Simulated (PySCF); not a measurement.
Species: C4H4FN.
SMILES with atom numbers: `[F:1]/[CH:2]=[CH:3]\[C@H:4]1[CH:5]=[N:6]1` (hydrogens: H7 on C2; H8 on C3; H9 on C4; H10 on C5)

Torsions of this conformer, `[F:1]/[CH:2]=[CH:3]\[C@H:4]1[CH:5]=[N:6]1`: C2–C3–C4–C5 153°.

The closed-shell ground state was solved at several levels (PySCF, density fitting, gas phase, non-relativistic). One conformer (not necessarily the lowest) at the PBE0-D3(BJ)/def2-SVP geometry, without solvent, vibrations or thermal averaging.

```
        level  basis functions  total energy (Eh)  HOMO (eV)  LUMO (eV)  gap (eV)  dipole (D)
PBE0/pcSseg-1              122          -308.9416      -6.93      -0.83      6.10        2.37
 PBE/pcSseg-2              272          -309.0909      -5.82      -2.08      3.74        2.17
  B3LYP/pcJ-1              202          -309.3243      -6.70      -1.07      5.63        2.36
```

Question: Estimate the row for B3LYP/def2-SVPD, a basis of 155 functions; the other rows only guide the guess.

Answer: Total energy -309.1051 Eh, HOMO -6.83 eV, LUMO -1.27 eV, gap 5.56 eV, dipole 2.29 D.

Question: Over all these levels, which gives the widest orbital gap and which the narrowest?

Answer: PBE0/pcSseg-1 (global hybrid, 25 % exact exchange) has the widest, 6.10 eV, and PBE/pcSseg-2 (GGA) the narrowest, 3.74 eV. Functional and basis both differ between the two, so the spread mixes both effects.

Question: How far do the dipole and the HOMO energy spread over the levels?

Answer: The dipole runs from 2.17 to 2.37 D (mean 2.30 D) and the HOMO from -6.93 to -5.82 eV.
